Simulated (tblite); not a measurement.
Compound: Si3H8.
SMILES: `[SiH3][SiH2][SiH3]`

All values are computed: GFN2-xTB (tblite) harmonic vibrations without scaling, gas phase. This tight-binding method is rough: wavenumbers can miss measured ones by several per cent, in bad cases by 10 to 20. Modes of hydrogen on silicon can be 10 to 20 % off.

Harmonic wavenumbers (cm⁻¹): 27.4, 32.4, 98.4, 318.4, 394.6, 405.5, 406.5, 457.5, 473.3, 504.0, 573.9, 622.7, 780.6, 791.6, 813.7, 822.2, 822.7, 832.5, 847.0, 2143.3, 2146.7, 2223.2, 2225.2, 2235.4, 2235.8, 2237.7, 2241.5.

A = 10275, B = 1932, C = 1717 MHz; mass 91.993 u (most abundant isotopes); point group C2v, symmetry number 2.

**Question.** Zero-point energy?

**Answer.** ½Σν̃ = 13857 cm⁻¹ = 39.62 kcal/mol.

**Question.** Entropy at 273.15 K, 1 bar (ideal gas, RRHO, classical rotation)?

**Answer.** Translation 39.06, rotation 25.01, vibration 21.90: S = 86.0 cal/(mol K).

**Question.** And Cp and H(273.15 K) − H(0)?

**Answer.** Cp = 28.66 cal/(mol K), of which vibrations give 20.71 (their classical limit is 27 R = 53.7); H(273.15 K) − H(0) = 5.01 kcal/mol without the zero-point energy, 2.84 from vibrations.

**Question.** How do the functions run with temperature in this model?

**Answer.** 
| T (K) | S (cal/(mol K)) | Cp (cal/(mol K)) | H − H(0) (kcal/mol) | G − H(0) (kcal/mol) | ln q(vib) |
| --- | --- | --- | --- | --- | --- |
| 150 | 71.9 | 18.7 | 2.07 | -8.73 | 3.43 |
| 250 | 83.5 | 27.0 | 4.36 | -16.51 | 5.35 |
| 298.15 | 88.6 | 30.3 | 5.75 | -20.66 | 6.27 |
| 400 | 98.2 | 35.6 | 9.12 | -30.18 | 8.20 |
| 600 | 114.1 | 42.5 | 16.97 | -51.47 | 11.78 |
| 900 | 132.7 | 49.2 | 30.81 | -88.60 | 16.53 |

q(vib) and H(0) count from the zero-point level.

**Question.** Blend soft modes into free rotors: weight 1/[1 + (100 cm⁻¹/ν̃)⁴] for the oscillator and the rest for a rotor with moment μB/(μ + B), μ = h/(8π²ν), B = 10⁻⁴⁴ kg m². What vibrational entropy results?

**Answer.** 18.27 cal/(mol K) in place of 21.90, which changes −T·S at 273.15 K by +0.99 kcal/mol.

**Question.** Which modes carry the vibrational entropy at 273.15 K?

**Answer.** 27.4 cm⁻¹: 5.84; 32.4 cm⁻¹: 5.50; 98.4 cm⁻¹: 3.32; 318.4 cm⁻¹: 1.18; 394.6 cm⁻¹: 0.86; 405.5 cm⁻¹: 0.82 cal/(mol K); the other 21 give 4.40 together.

**Question.** What must be added to the electronic energy to get the Gibbs energy at 273.15 K and 1 bar?

**Answer.** ZPE + [H(273.15 K) − H(0)] − T·S = 39.62 + 5.01 − 23.48 = 21.15 kcal/mol.

Hindered rotation and anharmonicity are outside this model.
